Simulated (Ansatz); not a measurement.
Species: C$_{2}$H$_{4}$NO, charge 0, doublet. C2H4NO (SMILES [NH]C(C)=O, doublet).
B3LYP-D3(BJ)/def2-TZVP minimum from Ansatz (a first-principles code):
```
C
O 1 1.2305
N 1 1.3652 2 117.80
H 3 1.0231 1 110.17 2 -34.34
C 1 1.4983 2 123.78 3 171.74
H 5 1.0875 1 110.02 2 16.97
H 5 1.0911 6 110.37 1 -121.95
H 5 1.0918 6 109.45 7 -118.08
```
Charge 0, spin multiplicity 2.

Total energies in cc-pVDZ, 23 correlated electrons, 4 frozen orbitals. Radicals and triplets start from unrestricted determinants; spin-orbit coupling is neglected. Correlated methods leave the cores frozen. No relativity. The UHF reference of C2H4NO (CC([NH])=O, doublet) is spin-contaminated (<S^2> up to 0.14 over the pure value in the sets run).

| method | program | energy (Eh) | minus CCSDT(Q) (mEh) |
|---|---|---|---|
| HF | Ansatz | -207.35708 | 641.00 |
| MP2 | Ansatz | -207.92762 | 70.46 |
| CCSD | Ansatz | -207.97467 | 23.41 |
| CCSD(T) | Ansatz | -207.99422 | 3.86 |
| CCSDT(Q) | Ansatz | -207.99808 | 0.00 |

Rough core times of Ansatz's runs on a shared machine: CCSD(T) under 20 s, CCSDT(Q) 50 min.
